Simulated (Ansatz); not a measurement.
# SiO (triplet): B3LYP, wB97M-V over a scan of the distance Si1–O2, 6-31G

How well do these functionals follow the top wave-function level for SiO (triplet) over a scan of the distance Si1–O2?

Computed with Ansatz 0.2.0, Gaussian basis. Level: 6-31G, all electrons in the functionals.

Plan: B3LYP, wB97M-V, at 1.401 Å; 1.586 Å; 1.724 Å; 1.896 Å; 2.082 Å; 2.367 Å; 2.752 Å; 3.212 Å; 3.744 Å; 4.704 Å; 5.996 Å.

26 further runs of the same task are left out: 5 for a known fault of the program, 19 that didn't finish, 2 set aside as unsound or not needed. Runs told in other sessions of the task aren't counted.

**1. What is computed**

The geometry derives from a PBE0/def2-TZVP stationary point (not a proven minimum). One bond is set to the value named and the two fragments are kept rigid.

2 atoms, charge 0, spin multiplicity 3.

Atoms are counted from 1 here; the program's logs count them from 0.

Bond lengths: Si1–O2 1.724 Å.

As a file:

```xyz
2
OSi
Si    0.0000    0.0000    0.0000
O     0.0000    0.0000    1.7235
```

No dispersion term is added; wB97M-V holds VV10 nonlocal correlation. B3LYP takes the VWN-RPA correlation.

The geometry shown and the zero of energy belong to the point 1.724 Å. The yardstick, FCI, and other wave-function levels (R restricted, U unrestricted, valence and pair active spaces) come from earlier runs.

**2. B3LYP, 1.401 Å**

in.yaml reads:

```yaml
crystal:
  periodic: [false, false, false]
  atoms:
    - {symbol: Si, position_ang: [0.000000, 0.000000, 0.000000]}
    - {symbol: O, position_ang: [0.000000, 0.000000, 1.401000]}
basis:
  gaussian: {orbitals: 6-31G}
magnetization: {spin_polarized: true, initial_magnetization: 2}
hamiltonian: {xc: {name: B3LYP}}
```

Run with:

```
$ ansatz run in.yaml --threads 1 --pin off --events-out ev --progress --plain --max-ram 2393MiB
```

After this run come: B3LYP, 1.586 Å; B3LYP, 1.724 Å; B3LYP, 1.896 Å; B3LYP, 2.082 Å; B3LYP, 2.367 Å; B3LYP, 2.752 Å; B3LYP, 3.212 Å; B3LYP, 3.744 Å; B3LYP, 4.704 Å; B3LYP, 5.996 Å; wB97M-V, 1.401 Å; wB97M-V, 1.586 Å; wB97M-V, 1.724 Å; wB97M-V, 1.896 Å; wB97M-V, 2.082 Å; wB97M-V, 2.367 Å; wB97M-V, 2.752 Å; wB97M-V, 3.212 Å; wB97M-V, 3.744 Å; wB97M-V, 4.704 Å; wB97M-V, 5.996 Å.

**Question.** What will the summary of the whole plan be? Wanted: span of the FCI curve; largest miss, B3LYP; largest miss, wB97M-V.

The runs gave:

```
             quantity                value
span of the FCI curve             2.824 eV
  largest miss, B3LYP  +0.692 eV (5.996 Å)
largest miss, wB97M-V  +0.802 eV (5.996 Å)
```

**Reading.** Of the functionals, B3LYP keep the smallest largest miss at the points compared (at most 0.692 eV) and wB97M-V strays most (0.802 eV, at 5.996 Å). B3LYP, wB97M-V clearly break the spin symmetry at some points (⟨S²⟩ up to 1.00 above the pure value), so energy there is bought with a mixed spin. Functionals and the yardstick converge differently with the basis, so part of each miss in 6-31G is the basis.
